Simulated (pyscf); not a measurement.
Single points on ωB97X-D3(BJ)/def2-SVP structures (PySCF, gas phase).

Problem. For HO–Si(F)(O–SiH₃)–O–SiH₃ (SMILES O[Si](F)(O[SiH3])O[SiH3]) + HF (SMILES F) → F–Si(F)(O–SiH₃)–O–SiH₃ (SMILES F[Si](F)(O[SiH3])O[SiH3]) + H₂O (SMILES O), a four-centre exchange (singlet surface; O–Si, F–H broken, F–Si, H–O formed), PBE/def2-TZVP gives ΔE‡ = 10.9 kcal/mol and ΔE = -9.0 kcal/mol (zero: the separated reactants). In which direction and how far do PBE0-D3(BJ)/def2-TZVP, M06-2X/def2-TZVP, ωB97M-D3(BJ)/def2-TZVP move these?

Solution. PBE0-D3(BJ): ΔE‡ = 12.2 kcal/mol, ΔE = -8.6 kcal/mol; M06-2X: ΔE‡ = 12.7 kcal/mol, ΔE = -8.6 kcal/mol; ωB97M-D3(BJ): ΔE‡ = 12.9 kcal/mol, ΔE = -9.0 kcal/mol. PBE's barrier lies under all of them, by 1.2 to 1.9 kcal/mol. Its reaction energy matches one of them and lies within 0.4 kcal/mol of the others. On the reactant side the descent ends in a bound adduct, 8.9 kcal/mol under the separated species and 22.2 kcal/mol under the saddle at ωB97X-D3(BJ)/def2-TZVP. One saddle was located; it need not be the lowest between these sides.
